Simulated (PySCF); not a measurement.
# SiHCl: breathing scan

Computed with PBE0 in PySCF with Si def2-TZVP, H def2-TZVP, Cl def2-TZVP; no relativity; density-fitted integrals.

Rigid scan from the singlet minimum (Si–Cl 2.077 Å, Si–H 1.529 Å; Cl–Si–H 94.7°). Coordinate: all bonds to the central atom scaled together. Energies in kJ/mol from the minimum.

(1) Predict the curve at 0.88, 0.92, 0.96, 1.00, 1.04, 1.08, 1.14, 1.22, 1.35.

## Answers

(1) 
| scale of all bonds to the centre | E (kJ/mol) | dipole size (D) |
| --- | --- | --- |
| 0.88 | 105.7 | 0.75 |
| 0.92 | 41.4 | 0.50 |
| 0.96 | 9.2 | 0.60 |
| 1.00 | 0.0 | 0.97 |
| 1.04 | 7.3 | 1.42 |
| 1.08 | 26.3 | 1.89 |
| 1.14 | 69.3 | 2.60 |
| 1.22 | 142.0 | 3.52 |
| 1.35 | 273.0 | 4.88 |

At long bonds a restricted determinant can lie too high, and another spin state can fall below this curve.

Other isomers or separated fragments may lie lower.
